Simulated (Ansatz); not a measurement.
```xyz
2

F     0.0000    0.0000    0.0000
F     0.0000    0.0000    2.8239
```

Basis set: pcseg-2. Charge 0. Computed with Ansatz (development build ahead of 0.2.0); the lowest solution found for each multiplicity.

Task: How do the multiplicities compare at this shape? Give, from the lowest of each method, PBE (unrestricted) for 1, 3; HF (restricted) for 1, 3.

Result:

```tsv
method	multiplicity	E (eV)	<S²>
PBE, unrestricted	1	0.031	1.00
PBE, unrestricted	3	0.000	2.00
HF, restricted	1	8.587	0.00
HF, restricted	3	0.000	2.00
```

Caution for PBE, unrestricted: the unrestricted determinant is a mixture of spin states. Caution for HF, restricted: in another basis set an unrestricted determinant lies well below; stretched shape with no unrestricted run beside it, a lower state can exist.
